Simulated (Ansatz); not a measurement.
# C6H11: the cost of one run

Computed with Ansatz 0.2.0, Gaussian basis. Level: the settings change from run to run.

### 1 The geometry

An earlier PBE0-D4 in a triple-zeta def2 set relaxation fixed the geometry.

SMILES `C[C+]1CCCC1`, 17 atoms, charge 1, spin multiplicity 1.

Atoms are counted from 1 here; the program's logs count them from 0.

Bond lengths: C1–C2 1.450 Å, C1–H7 1.106 Å, C1–H8 1.092 Å, C1–H9 1.089 Å, C2–C3 1.453 Å, C2–C6 1.456 Å, C3–C4 1.529 Å, C3–H10 1.093 Å, C3–H11 1.116 Å, C4–C5 1.529 Å, C4–H12 1.088 Å, C4–H13 1.093 Å, C5–C6 1.530 Å, C5–H14 1.088 Å, C5–H15 1.093 Å, C6–H16 1.093 Å, C6–H17 1.113 Å. Angles: C2–C1–H7 104.9°, C2–C1–H8 112.5°, C2–C1–H9 113.8°, H7–C1–H8 105.2°, H7–C1–H9 107.2°, H8–C1–H9 112.5°, C1–C2–C3 124.8°, C1–C2–C6 125.5°, C3–C2–C6 109.7°, C2–C3–C4 106.2°, C2–C3–H10 115.4°, C2–C3–H11 99.8°, C4–C3–H10 119.9°, C4–C3–H11 108.9°, H10–C3–H11 104.6°, C3–C4–C5 102.6°, C3–C4–H12 112.5°, C3–C4–H13 109.4° and more.

### 2 B3LYP/def2-TZVPD

File in.yaml:

```yaml
crystal:
  periodic: [false, false, false]
  atoms:
    - {symbol: C, position_ang: [-0.771339, -1.630843, 1.236760]}
    - {symbol: C, position_ang: [-0.287131, -0.553436, 0.395887]}
    - {symbol: C, position_ang: [0.756611, -0.687537, -0.605416]}
    - {symbol: C, position_ang: [1.183220, 0.734705, -0.971605]}
    - {symbol: C, position_ang: [-0.098051, 1.537213, -0.744909]}
    - {symbol: C, position_ang: [-0.737002, 0.829766, 0.452321]}
    - {symbol: H, position_ang: [-0.083276, -1.647652, 2.102123]}
    - {symbol: H, position_ang: [-0.662334, -2.609868, 0.765989]}
    - {symbol: H, position_ang: [-1.774800, -1.466152, 1.626932]}
    - {symbol: H, position_ang: [1.514633, -1.445383, -0.392890]}
    - {symbol: H, position_ang: [0.159331, -1.114162, -1.445621]}
    - {symbol: H, position_ang: [1.566628, 0.805744, -1.987660]}
    - {symbol: H, position_ang: [1.975959, 1.062347, -0.293478]}
    - {symbol: H, position_ang: [0.078709, 2.594559, -0.557895]}
    - {symbol: H, position_ang: [-0.763233, 1.460060, -1.609142]}
    - {symbol: H, position_ang: [-1.807037, 0.953863, 0.636713]}
    - {symbol: H, position_ang: [-0.250889, 1.176776, 1.391880]}
basis:
  gaussian: {orbitals: def2-TZVPD}
total_charge: 1
hamiltonian: {xc: {name: B3LYP}}
```

Started as:

```bash
> ansatz run in.yaml --threads 8 --pin off --events-out ev --progress --plain --max-ram 18278MiB
```

Q: Estimate wall time and peak memory on 8 threads of Arm Neoverse V1, shared host.

About 3.1 s, with a peak of 0.75 GiB.
